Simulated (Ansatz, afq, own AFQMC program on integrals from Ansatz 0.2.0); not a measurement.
**HfH, quartet: AFQMC among the cluster methods**

```xyz
2

Hf    0.0000    0.0000    0.0000
H     0.0000    0.0000    6.4570
```

Basis def2-TZVP with its core potentials. Noble-gas cores (and the filled d shells of Ga–Kr and In–Xe) are frozen. AFQMC by an in-house program on the Cholesky factors that Ansatz 0.2.0 writes for its CCSD(T) run. The CISD trial takes its coefficients from CCSD amplitudes. Released means that phaseless walkers are propagated on without the constraint, phases kept. ± is one standard error of the sampling. No spin–orbit coupling. The metal's outer-core s and p shells are frozen, which shifts wave-function levels against functionals.

Determinant: UHF, the one that the program's search chose, which needn't be the lowest solution. The geometry is a point of a scan.

Full CI on the same integrals is exact in this basis and with this determinant's frozen core.

Cautions: no spin-orbit coupling; outer-core shells of the metal frozen; lower spins were not checked.

* T1 diagnostic: 0.0187
* weight of the determinant in the CISD state: 0.908
* ⟨S²⟩ of the determinant: 3.764
* size of the correlated space: 5 electrons in 42 orbitals

```
  level  correlation energy (eV)
    MP2                  -1.1387
   CCSD                  -1.5228
CCSD(T)                  -1.5900
```

Question: Estimate where AFQMC with the constraint released lies against CCSD(T) on the same integrals.

Answer: 0.63 ± 0.05 kcal/mol below CCSD(T).

Reference: full CI, correlation energy -1.626 eV. The released energy is read at 4.20 1/Eh (meV from the phaseless value at times in 1/Eh: -7.8 ± 1.0 at 0.60, -12.7 ± 1.3 at 1.20, -15.8 ± 1.0 at 2.00, -24.1 ± 1.6 at 3.00, -24.8 ± 2.1 at 4.20).

| level | E − E(reference) (kcal/mol) | share of correlation (%) |
| --- | --- | --- |
| CCSD(T) | 0.83 | 97.77 |
| CCSDT | 0.08 | 99.80 |
| CCSDT(Q) | 0.02 | 99.94 |
| CCSDTQ | 0.00 | 100.00 |
| ph-AFQMC/CISD | 0.78 ± 0.03 | 97.93 |
| released AFQMC | 0.20 ± 0.05 | 99.46 |

CCSDT and higher add their correlation energy to the determinant of the CCSD(T) run, since their own runs factorise the integrals more tightly (a shift of under 2 meV). Released energies are given only where the last usable release times agree within the noise; a slower fall can still hide under it.
